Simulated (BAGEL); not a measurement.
# AlH3S (SMILES [AlH2][SH]) at RI-MP2/def2-TZVP (density fitting with qzvpp-jkfit)

What is the energy change on altering one bond length of AlH3S at RI-MP2/def2-TZVP (density fitting with qzvpp-jkfit)? 

The results are computed with BAGEL 1.2.2.

9 further runs of the same task are left out: 9 set aside as unsound or not needed. Runs told in other sessions of the task aren't counted.

### Step 1. The system as given

The species is AlH3S (5 atoms), meant as a singlet with charge 0. SMILES: `[AlH2][SH]`. Geometry: relaxed at PBE0-D4/def2-TZVP.

Bond lengths: Al1–S2 2.181 Å, Al1–H3 1.579 Å, Al1–H4 1.581 Å, S2–H5 1.344 Å. Angles: Al1–S2–H5 93.7°, S2–Al1–H3 116.5°, S2–Al1–H4 118.9°, H3–Al1–H4 124.6°.

### Step 2. A single-point energy at RI-MP2/def2-TZVP (density fitting with qzvpp-jkfit)

Input file job.json:

```json
{ "bagel" : [

{
  "title" : "molecule",
  "basis" : "def2-tzvp.json",
  "df_basis" : "qzvpp-jkfit",
  "angstrom" : true,
  "geometry" : [
    { "atom" : "Al", "xyz" : [      -0.616100,      -0.064200,      -0.181700 ] },
    { "atom" : "S", "xyz" : [       1.129100,      -0.343100,       1.096600 ] },
    { "atom" : "H", "xyz" : [      -1.981700,      -0.650100,       0.351100 ] },
    { "atom" : "H", "xyz" : [      -0.441100,       0.696000,      -1.556400 ] },
    { "atom" : "H", "xyz" : [       1.959700,       0.287800,       0.249000 ] }
  ]
},

{ "title" : "hf" },

{ "title" : "mp2", "ncore" : 10 }

]}
```

The basis set def2-TZVP is read from a file made from the Basis Set Exchange's data (not shown).

The run is started by

```bash
BAGEL_NUM_THREADS=1 BAGEL job.json > job.out
```

The program printed:

```text
* using 1 threads per process

  ===============================================================
  ===============================================================

  *** Geometry ***

  { "atom" : "Al", "xyz" : [     -1.164260,     -0.121320,     -0.343363 ] },
  { "atom" : "S", "xyz" : [      2.133690,     -0.648365,      2.072274 ] },
  { "atom" : "H", "xyz" : [     -3.744870,     -1.228511,      0.663483 ] },
  { "atom" : "H", "xyz" : [     -0.833558,      1.315249,     -2.941170 ] },
  { "atom" : "H", "xyz" : [      3.703296,      0.543863,      0.470542 ] },

  Number of auxiliary basis functions:      310

  Since a DF basis is specified, we compute 2- and 3-index integrals:
    o Being stored without compression. Storage requirement is 0.021 GB

  Number of basis functions:       92
  Number of electrons      :       32

    * METHOD: MOLECULE                             0.12

  *** RHF ***

  === Nuclear Repulsion ===
    73.8148997315

      * DIIS with orbital gradients will be used.

  === RHF iteration (def2-tzvp.json) ===
      0       -641.20314565          0.00894740           0.04
      1       -641.24235017          0.00325312           0.03
      2       -641.24727250          0.00110577           0.03
      3       -641.24801792          0.00017606           0.04
      4       -641.24804248          0.00004789           0.03
      5       -641.24804439          0.00000929           0.03
      6       -641.24804445          0.00000207           0.03
      7       -641.24804445          0.00000057           0.04
      8       -641.24804445          0.00000016           0.04
      9       -641.24804445          0.00000005           0.04
     10       -641.24804445          0.00000002           0.04
     11       -641.24804445          0.00000001           0.04
    * SCF iteration converged.

    * Permanent dipole moment:
           (    0.067414,    -0.196241,     0.402829) a.u.

    * METHOD: HF                                   0.55

  *** RHF ***

  === Nuclear Repulsion ===
    73.8148997315

      * DIIS with orbital gradients will be used.

  === RHF iteration (def2-tzvp.json) ===
      0       -641.24804445          0.00000000           0.03
    * SCF iteration converged.

    * Permanent dipole moment:
           (    0.067414,    -0.196241,     0.402829) a.u.

  === DF-MP2 calculation ===

    * freezing 10 orbitals
    * 3-index integral transformation done
    * assembly done

      MP2 correlation energy:   -0.2495849910      0.01

      MP2 total energy:       -641.4976294438

    * METHOD: MP2                                  0.09

  ===============================================================
```

Wall time 0.91 s (1 thread of Arm Neoverse V1, shared host).

### Step 3. The distorted shape, same level

Input file calc.json:

```json
{ "bagel": [

{
  "title": "molecule",
  "basis": "def2-tzvp.json",
  "df_basis": "qzvpp-jkfit",
  "angstrom": true,
  "geometry": [
    { "atom": "Al", "xyz": [    1.022579,    0.638862,   -0.821044 ] },
    { "atom": "S", "xyz": [    2.767779,    0.359962,    0.457256 ] },
    { "atom": "H", "xyz": [   -1.981700,   -0.650100,    0.351100 ] },
    { "atom": "H", "xyz": [    1.197579,    1.399062,   -2.195744 ] },
    { "atom": "H", "xyz": [    3.598379,    0.990862,   -0.390344 ] }
  ]
},
{ "title": "hf" },
{ "title": "mp2", "ncore": 10 }

]}
```

The basis set def2-TZVP is read from a file made from the Basis Set Exchange's data (not shown).

The run is started by

```bash
BAGEL_NUM_THREADS=1 BAGEL calc.json > calc.out
```

The program printed:

```text
* using 1 threads per process

  ===============================================================
  ===============================================================

  *** Geometry ***

  { "atom" : "Al", "xyz" : [      1.932394,      1.207274,     -1.551548 ] },
  { "atom" : "S", "xyz" : [      5.230344,      0.680230,      0.864089 ] },
  { "atom" : "H", "xyz" : [     -3.744870,     -1.228511,      0.663483 ] },
  { "atom" : "H", "xyz" : [      2.263096,      2.643844,     -4.149355 ] },
  { "atom" : "H", "xyz" : [      6.799951,      1.872458,     -0.737643 ] },

  Number of auxiliary basis functions:      310

  Since a DF basis is specified, we compute 2- and 3-index integrals:
    o Being stored without compression. Storage requirement is 0.021 GB

  Number of basis functions:       92
  Number of electrons      :       32

    * METHOD: MOLECULE                             0.11

  *** RHF ***

  === Nuclear Repulsion ===
    70.4330475124

      * DIIS with orbital gradients will be used.

  === RHF iteration (def2-tzvp.json) ===
      0       -640.98202690          0.01049322           0.03
      1       -641.05565512          0.00503291           0.03
      2       -641.06991696          0.00133867           0.04
      3       -641.07132215          0.00031357           0.04
      4       -641.07139806          0.00007741           0.04
      5       -641.07140301          0.00002172           0.03
      6       -641.07140343          0.00000496           0.04
      7       -641.07140345          0.00000151           0.03
      8       -641.07140345          0.00000040           0.03
      9       -641.07140345          0.00000015           0.04
     10       -641.07140345          0.00000005           0.03
     11       -641.07140345          0.00000001           0.03
     12       -641.07140345          0.00000000           0.04
    * SCF iteration converged.

    * Permanent dipole moment:
           (   -1.643491,    -0.846742,     0.911134) a.u.

    * METHOD: HF                                   0.58

  *** RHF ***

  === Nuclear Repulsion ===
    70.4330475124

      * DIIS with orbital gradients will be used.

  === RHF iteration (def2-tzvp.json) ===
      0       -641.07140345          0.00000000           0.04
    * SCF iteration converged.

    * Permanent dipole moment:
           (   -1.643491,    -0.846742,     0.911134) a.u.

  === DF-MP2 calculation ===

    * freezing 10 orbitals
    * 3-index integral transformation done
    * assembly done

      MP2 correlation energy:   -0.2649089997      0.02

      MP2 total energy:       -641.3363124523

    * METHOD: MP2                                  0.10

  ===============================================================
```

It took 0.93 s on 1 thread of Arm Neoverse V1, shared host.

### Step 4. Results

Level: RI-MP2/def2-TZVP (density fitting with qzvpp-jkfit), 10 core orbitals frozen.

| quantity | value |
| --- | --- |
| first shape: total energy | -641.49763 Eh |
| first shape: correlation energy (10 core orbitals frozen) | -249.6 mEh |
| distorted shape: total energy | -641.33631 Eh |
| distorted shape: correlation energy (10 core orbitals frozen) | -264.9 mEh |
| energy change with the Al1–H3 bond stretched from 1.579 to 3.473 Å | 4.390 eV |

**Reading.** One bond (distorted shape) is far stretched, which a spin-restricted single reference describes badly; perturbation theory on it can break down and give far too much correlation. With the Al1–H3 bond stretched from 1.579 to 3.473 Å the energy rises by 4.39 eV (424 kJ/mol). The first shape isn't relaxed at this level, so the change isn't measured from a minimum. A restricted reference can't describe the breaking bond well at this length.
